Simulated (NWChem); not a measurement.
## Total energies of butadiene (C4H6)

```
C
C 1 1.3403
H 2 1.0925 1 121.62
H 2 1.0947 3 117.11 1 180.00
H 1 1.0970 2 119.30 3 0.00
C 1 1.4547 5 116.36 2 180.00
C 6 1.3403 1 124.34 5 0.00
H 7 1.0925 6 121.62 1 180.00
H 7 1.0947 8 117.11 6 180.00
H 6 1.0970 7 119.30 8 0.00
```
Charge 0, spin multiplicity 1.

The numbers come from NWChem runs, not from measurements. The geometry was optimised at PBE0/def2-SVP, a minimum by its harmonic frequencies. It is one conformer; others weren't searched.

Basis set: cc-pVDZ (86 functions).

| method | total energy (Ha) |
|---|---|
| RHF | -154.93389 |
| MP2 | -155.46924 |
| B2PLYP | -155.81375 |
| PBE | -155.77748 |
| B3LYP | -156.00083 |
| BLYP | -155.91090 |
| CCSD(T) | -155.53772 |

Total energies of different functionals aren't comparable as a measure of quality: only differences taken within one method are. 

The correlated methods keep 4 core orbitals frozen. B3LYP has NWChem's definition, with VWN1-RPA local correlation. Coupled-cluster values serve here as a point of comparison, not as the truth.
